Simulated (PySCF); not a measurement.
H2N, SMILES `[NH2]` (charge 0, multiplicity 2)

Level of theory: PBE0-D4/def2-TZVP in PySCF.

| Item | Value |
|---|---|
| highest occupied spin orbital | -8.67 eV |
| dipole moment | 1.95 D |
| total energy | -55.8348 Ha |
| cost | roughly 8 core-seconds |

```xyz
3

N     -0.0004     0.4256     0.0000
H      0.8044    -0.2121     0.0000
H     -0.8040    -0.2138     0.0000
```
Charge 0, spin multiplicity 2.
